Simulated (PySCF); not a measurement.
Constitutional and geometric isomers with formula C3H3N. All species are isolated molecules in the gas phase. Strings in code marks are SMILES.

Computed with TPSSh-D3(BJ)/def2-TZVP // PBE0-D3(BJ)/def2-TZVP (PySCF). Delta-SCF ions had no search for a lower state. Excitations are Tamm–Dancoff values on a coarser integration grid. The basis has no diffuse functions, so Rydberg states are missing or too high.

```json
[
 {"species": "`[H]/N=C\\C#C`", "brightest of the four lowest singlets (TDA) (eV)": "5.94", "S1–T1 gap (TDA) (eV)": "(withheld)", "dipole moment (D)": "2.24", "vertical ionisation energy (Delta-SCF) (eV)": "10.26"},
 {"species": "`C#CN=C`", "brightest of the four lowest singlets (TDA) (eV)": "5.47", "S1–T1 gap (TDA) (eV)": "0.47", "dipole moment (D)": "1.75", "vertical ionisation energy (Delta-SCF) (eV)": "9.29"},
 {"species": "`C=C=C=N`", "brightest of the four lowest singlets (TDA) (eV)": "(withheld)", "S1–T1 gap (TDA) (eV)": "0.49", "dipole moment (D)": "1.90", "vertical ionisation energy (Delta-SCF) (eV)": "8.85"},
 {"species": "`C=CC#N`", "brightest of the four lowest singlets (TDA) (eV)": "6.60", "S1–T1 gap (TDA) (eV)": "2.38", "dipole moment (D)": "(withheld)", "vertical ionisation energy (Delta-SCF) (eV)": "10.63"},
 {"species": "`N=c1cc1`", "brightest of the four lowest singlets (TDA) (eV)": "–", "S1–T1 gap (TDA) (eV)": "(withheld)", "dipole moment (D)": "3.48", "vertical ionisation energy (Delta-SCF) (eV)": "9.26"}
]
```

**Question.** Complete the blanks.

**Answer.** 
- `[H]/N=C\C#C`, S1–T1 gap (TDA) (eV): 0.94
- `C=C=C=N`, brightest of the four lowest singlets (TDA) (eV): 5.91
- `C=CC#N`, dipole moment (D): 3.97
- `N=c1cc1`, S1–T1 gap (TDA) (eV): 0.43
